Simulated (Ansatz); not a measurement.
P2⁺, doublet: vertical spin and charge gaps

Geometry (PBE0/def2-TZVP stationary point for this spin):

```json
{"atom": "P", "x (Å)": "0.0000", "y (Å)": "0.0000", "z (Å)": "0.0000"}
{"atom": "P", "x (Å)": "0.0000", "y (Å)": "0.0000", "z (Å)": "1.9656"}
```

Basis cc-pVDZ; Ansatz 0.2.0. Correlated methods freeze the noble-gas cores. Prefix R: restricted or restricted open-shell reference; prefix U: unrestricted. Active spaces: valence = (9e, 8o) chosen from the atoms' valence shells.

Gaps are energies of the second state less the first, at fixed atoms, for a selection of the levels run; each method lands on the state that its own search finds for that charge and spin.

Coupled cluster chose its determinant by a search with trial CCSD, here up to 0.74 eV above the lowest Hartree–Fock solution of its kind. For open shells CISD and CISDTQ are restricted-active-space CI with the open shells as a complete middle space. The determinant of the P2⁺ quartet fills πx and πy unequally, so it is a mixture of Σ and Δ, which weighs on every level built on one determinant.

Quartet less doublet: 2.167 eV at full CI (doublet B3u, quartet B1u, in D2h).

Large singles or doubles amplitudes warn of static correlation in the P2⁺ doublet.

By full CI's occupations no single determinant describes the quartet well.

```
                   level  gap (eV)  error (meV)
                  RCCSD*     2.496          329
               RCCSD(T)*     2.454          287
                BCCD(T)*     2.464          297
                  CISDTQ     2.157          -10
              RCCSDT(Q)*     2.134          -33
                UCCSDTQ*     2.167            0
  CASSCF (valence space)     2.233           66
  NEVPT2 (valence space)     2.164           -3
  MRCISD (valence space)     2.186           19
MRCISD+Q (valence space)     2.167            0
```

An asterisk marks runs whose energy the program itself flagged as in doubt.

Full CI is exact within this basis and frozen core; it isn't the basis-set limit. The frozen core follows each run's orbitals, which can shift R against U totals by a few meV.
